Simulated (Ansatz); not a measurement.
# [II2]- (I₃−): geometry, orbitals and charge

What does [II2]- (I₃−) look like as a singlet, and where do its frontier electrons sit?

Method: RKS PBE0-D4/def2-TZVPD; program: Ansatz 0.2.0, Gaussian basis.

Levels to be run: relaxation at PBE-D4/def2-SVPD; a search for the lowest solution at PBE0-D4/def2-SVP; a single point at PBE0-D4/def2-TZVPD; harmonic vibrations at PBE-D4/def2-SVPD.

3 further runs of the same task are left out: 1 that didn't finish, 2 set aside as unsound or not needed.

## Step 1: Starting geometry

3 atoms, charge -1, spin multiplicity 1.

Atoms are counted from 1 here; the program's logs count them from 0.

Bond lengths: I1–I2 2.953 Å, I1–I3 2.963 Å. Angles: I2–I1–I3 179.7°.

Geometry (Å):

```xyz
3
charge -1, multiplicity 1
I    -0.00398   -0.00231    0.00314
I    -0.01681   -0.02247    2.95609
I     0.02079    0.02478   -2.95923
```

I takes a core potential in the def2 sets. No spin-orbit coupling is included. The ion is computed in the gas phase, without counter-ions or solvent.

The start is a GFN2-xTB geometry.

## Step 2: Optimising with PBE-D4/def2-SVPD

File in.yaml:

```yaml
crystal:
  periodic: [false, false, false]
  atoms:
    - {symbol: I, position_ang: [-0.003980, -0.002310, 0.003140]}
    - {symbol: I, position_ang: [-0.016810, -0.022470, 2.956090]}
    - {symbol: I, position_ang: [0.020790, 0.024780, -2.959230]}
basis:
  gaussian: {orbitals: def2-SVPD}
total_charge: -1
hamiltonian: {xc: pbe, dispersion: d4}
scf: {omitted_lower_state_checks: [starts]}
output: {orbitals: {seedname: orbitals}}
relax: {f_tol: 0.02, max_steps: 100}
```

Run with:

```console
> ansatz run in.yaml --threads 4 --pin off --events-out ev --progress --plain --max-ram 3916MiB
```

Further steps of the session: Searching for the lowest solution, PBE0-D4/def2-SVP; Single point, PBE0-D4/def2-TZVPD; Harmonic vibrations.

Before running them: what should the planned runs give, taken together? Wanted: point group; commonest bond; HOMO, LUMO at PBE0-D4/def2-TZVPD; lowest, highest wavenumber.

As calculated:

| quantity | value |
| --- | --- |
| point group | D∞h |
| commonest bond | I–I, 2 of mean length 2.997 Å |
| HOMO, LUMO at PBE0-D4/def2-TZVPD | -2.89, 0.69 eV |
| lowest, highest wavenumber | 53, 139 cm⁻¹ |

The molecule keeps its bonding pattern by the stored test; the atoms moved 0.03 Å (rms). All wavenumbers are real: a minimum at this level.
